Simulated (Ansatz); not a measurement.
Relaxing RbGe₂

These are results of DFT PBE, scalar-relativistic, plane waves, PAW in Ansatz, not measurements.

RbGe₂ was placed on the sites of a reported ZnCl2 cell (P4_2/nmc, No. 137), with Rb in place of Zn, Ge in place of Cl, at a guessed volume.

The final relaxation ran on this input, with the default PAW datasets:

```yaml
crystal:
  lattice:
    - [-1.8864584097, 1.8864584097, 6.3136588453]
    - [1.8864584097, -1.8864584097, 6.3136588453]
    - [1.8864584097, 1.8864584097, -6.3136588453]
  atoms:
    - { symbol: Rb, position: [0.0, 0.0, 0.0] }
    - { symbol: Ge, position: [0.75, 0.25, 0.5] }
    - { symbol: Ge, position: [0.25, 0.75, 0.5] }
basis:
  ecutwfc: 420
kpoints:
  mp_grid: { grid: [18, 18, 18] }
hamiltonian:
  xc: pbe
scf:
  occupations: { method: gaussian, width: 0.1 }
output:
  forces: true
  stress: true
  eigenvalues: true
relax:
  adjacent_minimum: "off"
  f_tol: 0.01
  max_steps: 80
  cell: { stress_tol: 0.05 }
```

Launched as:

```bash
ansatz run input.yaml --threads 1 --pin off --max-ram 2560MiB --backend cpu --events-out ev --progress --plain --runs-dir out
```

Time: 3.3 min on 1 thread of Intel(R) Xeon(R) Platinum 8375C CPU @ 2.90GHz (Ice Lake) (shared host), peak memory 1 GiB.

End of the output:

```
SCF converged after 8 iterations
Free energy (F): -11856.882935 eV
Harris-Foulkes:  -11856.882935 eV  (|F-HF|=0.00e0)
Internal energy: -11856.873623 eV  (E = F + TS)
E sigma→0 (E₀):  -11856.878279 eV
Entropy (-TS):   -0.009312 eV (-3.104 meV/atom)
Fermi energy:    6.831724 eV
--- Per-component energies (eV) ---
  E_band       = -405.818280
  E_kinetic    = 413.188745
  E_local      = -6411.468894  (includes V_loc(G=0)·N_el)
  E_nonlocal   = 1005.431241
  E_hartree    = 2753.170914
  E_xc         = -281.063007
  E_vxc        = -265.091940  (∫ρ·V_xc dr)
  E_paw        = -6653.017745  (= ΣΔE_a)
  E_vpaw       = -654.220006  (= ΣTr[D̂ρ^β])
  E_aug_tail   = 0.000641  (compensation charges beyond the density's cutoff)
  E_ewald      = -2683.115517
  E_smearing   = -0.009312  (= −TS)
  E_closure    =  0.000000  (closes the sum)
  Σ components = -11856.882935   (vs F -11856.882935, Δ=0.00e0)
--- Forces (eV/Å), atoms counted from 1 ---
  atom   1  Rb     0.00000000     0.00000000     0.00000000
  atom   2  Ge     0.00000000     0.00000000     0.00000000
  atom   3  Ge     0.00000000     0.00000000     0.00000000
  max |Σ_I F_I| component: 1.30e-17 eV/Å
--- Stress (GPa, compression-positive) ---
        0.018473       0.000000       0.000000
        0.000000       0.018473       0.000000
        0.000000       0.000000       0.013467
  P = ⅓ Tr σ = 0.0168 GPa (0.168 kbar)
--- Relaxed structure (3 steps of the walk, 3 accepted, 1 SCFs on fresh bases) ---
  F+E_penalty+E_count = -11856.88293515 eV   max|allowed force component| = 4.337e-18 eV/Å   (the final SCF, on the basis selected at the relaxed cell)
  cell:  # Å, volume = 91.6081 Å³
    - [-1.908435, 1.908435, 6.288098]
    - [1.908435, -1.908435, 6.288098]
    - [1.908435, 1.908435, -6.288098]
  atoms:
    - { symbol: Rb, position: [0.000000, 0.000000, 0.000000] }
    - { symbol: Ge, position: [0.75, 0.250000, 0.500000] }
    - { symbol: Ge, position: [0.250000, 0.75, 0.500000] }
```

Absolute energies hang on the potentials; compare differences alone.

The result has space group I4/mmm (No. 139). Rb has 8 Ge at 3.68 Å and 4 Rb at 3.82 Å; around Ge lie 4 Ge at 2.70 Å.

Against the elements it lies at 0.14 eV/atom. Formation energies are uncorrected and refer to the elements' standard structures at the same level.

The k mesh leaves about 4 meV/atom of noise in metals.

Symmetry constrained the relaxation, so the result can be a saddle point.